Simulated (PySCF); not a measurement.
## Relaxation of doublet [S3]+

All numbers come from PySCF, UPBE0, basis S def2-TZVP (no relativity, density fitting). A (50,194) grid was used.

A hand-made bent start, of C2v symmetry, held to at least that symmetry:

Coordinates in bohr (charge 1 multiplicity 2):
```
S     0.0000    0.0000   -1.3314
S     2.8520    0.0000    0.6657
S    -2.8520    0.0000    0.6657
```

**Question.** What forces act on the atoms at the start (eV/Å)?

**Answer.** 
```tsv
atom	Fx	Fy	Fz
S1	0.00	0.00	-3.59
S2	1.57	0.00	1.80
S3	-1.57	0.00	1.80
```

**Question.** What does it relax to?

**Answer.** It ends at C2v with S–S 1.912 Å (×2); S–S–S 99.9°. A frequency run shows a minimum.

**Question.** How much energy is released, and in how many steps?

**Answer.** 23.4 kJ/mol in 4 steps.

The relaxation took 6.8 s on 4 threads of a shared Arm Neoverse V1 host, with 111 basis functions and 5 gradients; the process peaked at 0.53 GiB.
